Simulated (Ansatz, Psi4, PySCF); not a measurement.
Process, species as SMILES: [BeH] (BeH) -> [BeH] (BeH) as singlet, charge +1 + e-

Property: adiabatic ionisation energy (0 K, with zero-point energies), in eV. Set-up: non-relativistic; 6-311+G** with 5d; 6-31G* and kin with 6d, 5d where marked; valence correlation only; UHF or UKS for open shells; spin-orbit terms left out. CBS(X,Y): correlation extrapolated as X^-3; Hartree-Fock from the larger set. Ab initio and DFT rows: single points at B3LYP-D3(BJ) geometries (Ansatz, an electronic-structure program), with unscaled harmonic terms from B3LYP/6-31G* at its own minima.

Measured values: CCCBDB table in ASE, the entry of HBe doubted and unchecked; they hold spin-orbit and core effects. 

Value to compare with, the measured value: 8.21 eV.

```csv
level,program,"adiabatic ionisation energy (0 K, with zero-point energies) (eV)",error
HF/6-311+G**,Ansatz,8.16,-0.05
SVWN5/6-31G*,Ansatz,8.26,0.05
PBE/6-31G*,Ansatz,8.38,0.17
PBE/def2-SVP,Ansatz,8.44,0.23
PBE/6-311+G**,Ansatz,8.44,0.23
BP86/def2-SVP,PySCF,8.47,0.26
B3LYP/6-31G*,Ansatz,8.44,0.23
B3LYP/6-31G**,Ansatz,8.44,0.23
wB97X-D/6-311+G**,Psi4,8.19,-0.02
PBE0/def2-TZVPD,Ansatz,8.44,0.23
wB97X-V/def2-TZVPD,Ansatz,8.30,0.09
"CCSD(T)/CBS(def2-TZVPPD,def2-QZVPPD)",Ansatz,8.30,0.09
```

7 of the 9 habitual levels lie above the measured value; their mean absolute error is 0.16 eV, the median 0.23.

The levels are drawn from those run, B3LYP/6-31G* more often than the rest, none by its result; runs whose electronic state is in doubt are left out.
